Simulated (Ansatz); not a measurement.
# SiH2O+ (doublet): from Hartree-Fock to the top rungs, def2-QZVPP

The task here is to estimate one member of a computed series from the others.

The runs use Ansatz 0.2.0, Gaussian basis; def2-QZVPP, core rule «outside noble gas», up to 6 orbitals frozen.

The runs, in order: UHF; ROHF; CCSD(T) on UHF.

2 further runs of the same task are left out: 2 set aside as unsound or not needed.

### The system

The geometry is a PBE0/def2-TZVP stationary point (not a proven minimum) of the parent state, kept for this charge and spin.

4 atoms, charge 1, spin multiplicity 2.

Atoms are counted from 1 here; the program's logs count them from 0.

Bond lengths: Si1–O2 1.654 Å, Si1–H3 1.497 Å, O2–H4 0.960 Å. Angles: O2–Si1–H3 116.3°, Si1–O2–H4 116.5°.

Geometry (Å):

```xyz
4

Si    0.0252   -0.0964    0.5977
O    -0.0947    0.0941   -1.0410
H     0.0797    1.1612    1.4085
H     0.7227    0.0311   -1.5401
```

The first run:

in.yaml

```yaml
crystal:
  periodic: [false, false, false]
  atoms:
    - {symbol: Si, position_ang: [0.025157, -0.096377, 0.597723]}
    - {symbol: O, position_ang: [-0.094714, 0.094069, -1.040960]}
    - {symbol: H, position_ang: [0.079727, 1.161161, 1.408550]}
    - {symbol: H, position_ang: [0.722716, 0.031127, -1.540129]}
basis:
  gaussian: {orbitals: "def2-QZVPP.json"}
total_charge: 1
magnetization: {spin_polarized: true, initial_magnetization: 1}
hamiltonian: {xc: hf}
output: {orbitals: {seedname: orbitals}}
```

Launch:

```bash
$ ansatz run in.yaml --threads 1 --pin off --events-out ev --progress --plain --max-ram 2393MiB
```

Steps of the session up to this table: UHF; ROHF; CCSD(T) on UHF.

One of the session's tables, all rows but one given; the rest of the session is left out.

| method | from UCCSD(T) (kJ/mol) |
| --- | --- |
| ROHF | +968.7 |
| UHF | +959.9 |
| UMP2 | ? |
| UCCSD | +36.6 |
| UCCSD(T) | 0 |

Q: Estimate the row for UMP2 from the others.

The run gave: from UCCSD(T) (kJ/mol): +65.2. In the column «from UCCSD(T) (kJ/mol)» it lies between UCCSD (+36.6) and UHF (+959.9).
